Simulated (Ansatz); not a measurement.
Litharge SnO, treated with PBE-D4 (Ansatz, a program for electronic structure, PAW).

Numerical settings: plane-wave cutoff 500 eV, 10×10×8 k mesh (along the axes of the cell as run), Fermi–Dirac smearing 0.05 eV, scalar-relativistic PAW data made under PBE.

Computed at the level's own relaxed cell.

Q: Estimate the equilibrium volume per atom, equilibrium lattice constant a and c axis length that the calculation returns.

A: 
equilibrium volume per atom: 17.41 Å³/atom
equilibrium lattice constant a: 3.834 Å
c axis length: 4.736 Å

The run finds no gap.

Measured, for comparison: lattice constant a 3.801 Å, lattice parameter c 4.835 Å (temperature not stated, no zero-point or thermal correction; as tabulated in Electronic properties of the Sn1−xPbxO alloy and band alignment of the SnO/PbO …). Computed (rounded) less measured: lattice constant a +0.9 %, lattice parameter c -2.0 %.

Note: a distance lies near a switch of the dispersion term, which can move the cell.

Spin–orbit coupling is not included.
